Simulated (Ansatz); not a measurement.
`C=C(S)CC` + H–F → `C=C(S)CF` + CH₄  (substitution at a C–C bond)

Program: Ansatz. Geometries: PBE0-D4/def2-TZVP. ΔE: electronic, gas phase. CCSD(T)/CBS adds triple-zeta CCSD(T) − MP2 to the extrapolated MP2 energy (def2 sets, frozen cores). This one scheme is used for every species. DFT in def2-TZVPP. One conformer a species, not always the lowest.

`C=C(S)CC`:

Z-matrix (Å, degrees):
```
C
C 1 1.524
C 1 1.499 2 113.9
H 1 1.097 2 109.5 3 122.2
H 1 1.094 2 109.9 3 -121.2
H 2 1.091 1 111.4 3 -59.9
H 2 1.092 1 110.5 3 179.8
H 2 1.092 1 110.7 3 59.9
S 3 1.765 1 117.5 2 64.8
C 3 1.330 1 123.4 2 -111.3
H 9 1.343 3 96.9 1 29.2
H 10 1.083 3 122.2 1 -179.3
H 10 1.084 3 120.2 1 1.4
```

H–F:

Z-matrix (Å, degrees):
```
F
H 1 0.920
```

`C=C(S)CF`:

Cartesian coordinates in Å:
```
C -0.483 -0.770 -1.228
C -0.322 -0.218 -0.032
S -1.529 -0.416 1.234
C 0.917 0.504 0.389
F 1.812 0.625 -0.646
H -1.400 -1.279 -1.496
H 0.315 -0.725 -1.958
H -1.385 0.801 1.788
H 1.406 -0.035 1.208
H 0.667 1.513 0.740
```

CH₄:

Cartesian coordinates in Å:
```
C 0.000 0.000 0.000
H 0.240 0.534 0.919
H 0.707 0.282 -0.780
H -1.011 0.257 -0.316
H 0.063 -1.073 0.177
```

```
   species  r2SCAN energy (Eh)
`C=C(S)CC`          -555.35644
       H–F          -100.44665
`C=C(S)CF`          -615.29247
       CH₄           -40.50087
```

Question: Work out ΔE.

Answer: ΔE = (-615.29247) + (-40.50087) − (-555.35644) − (-100.44665) = 0.00975 Eh = +25.6 kJ/mol. CCSD(T)/CBS gives +44.7 kJ/mol.

Largest T1 diagnostic among the species: 0.011.

The D4 term adds +8.8 kJ/mol with B3LYP and +5.0 kJ/mol with PBE0; it sums over pairs of atoms, weighted by their polarisabilities, and B3LYP, whose exchange is more repulsive, gets the larger term. In def2-TZVPP, CCSD(T) changes the Hartree–Fock value by +23.6 kJ/mol (the triples alone add +2.1 kJ/mol) and MP2 by +34.5 kJ/mol.

B3LYP here is the variant with VWN-RPA as its local correlation; programs differ in this.
